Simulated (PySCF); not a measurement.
**UCCSDT/SBKJC (core potential) run of NH2 (SMILES [NH2])**

Aim: the vertical ionisation energy of NH2 at UCCSDT/SBKJC (core potential), from 2 runs. 

Program for the calculation: PySCF 2.14.0.

11 further runs of the same task are left out: 1 that didn't finish, 10 set aside as unsound or not needed.

### Step 1. Starting point

The species is NH2 (3 atoms), meant as a doublet with charge 0. SMILES: `[NH2]`. Geometry: relaxed at GFN2-xTB.

Bond lengths: N1–H2 1.014 Å, N1–H3 1.014 Å. Angles: H2–N1–H3 110.0°.

### Step 2. A single-point energy at UCCSDT/SBKJC (core potential)

File run.py:

```python
from pyscf import gto, cc

mol = gto.Mole()
mol.atom = 'N 0.307180 -0.182210 0.151440; H 0.155580 0.820260 0.174790; H -0.462760 -0.638040 -0.326220'
mol.basis = 'sbkjc'
mol.max_memory = 1860
mol.charge = 0
mol.ecp = {'N': 'sbkjc'}
mol.verbose = 3
mol.spin = 1
mol.build()

myscf = mol.UHF()
myscf.conv_tol = 1e-10
myscf.kernel()
if not myscf.converged:
    myscf = myscf.newton().run(myscf.mo_coeff, myscf.mo_occ)

mycc = cc.CCSDT(myscf)
mycc.kernel()
etot = mycc.e_tot
print(f'total energy: {etot:.8f} hartree')
```

Command:

```console
OMP_NUM_THREADS=1 python run.py
```

The log of the run:

```text
converged SCF energy = -10.7665797793202  <S^2> = 0.75731359  2S+1 = 2.0073003
_make_eris_incore_UCCSDT

WARN: A large `blksize_v_aaa` is being used, which may cause large memory consumption
      for storing contraction intermediates. If memory is sufficient, consider using
      `pyscf.cc.uccsdt_highm.UCCSDT` instead.

WARN: A large `blksize_v_aab` is being used, which may cause large memory consumption
      for storing contraction intermediates. If memory is sufficient, consider using
      `pyscf.cc.uccsdt_highm.UCCSDT` instead.

UCCSDT converged
E(UCCSDT) = -10.85739138453501   E_corr = -0.09081160521480415
E_corr(same-spin) = -0.0132578509866467
E_corr(oppo-spin) = -0.0775537542281575
total energy: -10.85739138 hartree
```

Wall time 0.99 s (1 thread of Arm Neoverse V2, shared host); peak memory 0.12 GiB.

### Step 3. The singlet cation at the same level

File run.py:

```python
from pyscf import gto, scf, cc

mol = gto.M(
    atom='''
N      0.307180    -0.182210     0.151440
H      0.155580     0.820260     0.174790
H     -0.462760    -0.638040    -0.326220
''',
    charge=1,
    basis='sbkjc',
    ecp={'N': 'sbkjc'},
    max_memory=1860,
    verbose=3,
    spin=0,
)

mf = scf.RHF(mol)
mf.conv_tol = 1e-10
mf.kernel()
if not mf.converged:
    mf = mf.newton().run(mf.mo_coeff, mf.mo_occ)

mycc = cc.CCSDT(mf)
mycc.kernel()
e_tot = mycc.e_tot
print('Final energy', e_tot)
```

Command:

```console
OMP_NUM_THREADS=1 python run.py
```

The log of the run:

```text
converged SCF energy = -10.334123704021
_make_eris_incore_RCCSDT

WARN: A large `blksize` is being used, which may cause large memory consumption
      for storing contraction intermediates. If memory is sufficient, consider using
      `pyscf.cc.rccsdt_highm.RCCSDT` instead.

WARN: A large `blksize_oovv` is being used, which may cause large memory consumption
      for storing contraction intermediates. If memory is sufficient, consider using
      `pyscf.cc.rccsdt_highm.RCCSDT` instead.

WARN: A large `blksize_oooo` is being used, which may cause large memory consumption
      for storing contraction intermediates. If memory is sufficient, consider using
      `pyscf.cc.rccsdt_highm.RCCSDT` instead.

RCCSDT converged
E(RCCSDT) = -10.41853444551773   E_corr = -0.08441074149677538
E_corr(same-spin) = -0.00678798868641308
E_corr(oppo-spin) = -0.0776227528103623
Final energy -10.41853444551773
```

Wall time 0.62 s (1 thread of Arm Neoverse V2, shared host); peak memory 0.12 GiB.

### Step 4. Results

At UCCSDT/SBKJC (core potential):

| quantity | value |
| --- | --- |
| doublet NH2: total energy | -10.85739 Eh |
| doublet NH2: dipole moment (Hartree–Fock density) | 2.47 D |
| doublet NH2: HOMO energy (Hartree–Fock orbitals) (highest over α and β) | -11.73 eV |
| doublet NH2: LUMO energy (Hartree–Fock orbitals) (lowest over α and β) | 3.22 eV |
| doublet NH2: correlation energy | -90.8 mEh |
| doublet NH2: ⟨S²⟩ of the reference determinant | 0.757 |
| doublet NH2: T1 diagnostic | 0.007 |
| singlet cation: total energy | -10.41853 Eh |
| singlet cation: HOMO energy (Hartree–Fock orbitals) | -24.97 eV |
| singlet cation: LUMO energy (Hartree–Fock orbitals) | -10.05 eV |
| singlet cation: HOMO–LUMO gap (Hartree–Fock orbitals) | 14.92 eV |
| singlet cation: correlation energy | -84.4 mEh |
| singlet cation: T1 diagnostic | 0.009 |
| vertical ionisation energy (to the singlet cation) | 11.942 eV |

**Reading.** Removing an electron at fixed nuclei costs 11.94 eV (1152 kJ/mol). Only the singlet of the ionised species was computed; a triplet could lie lower.
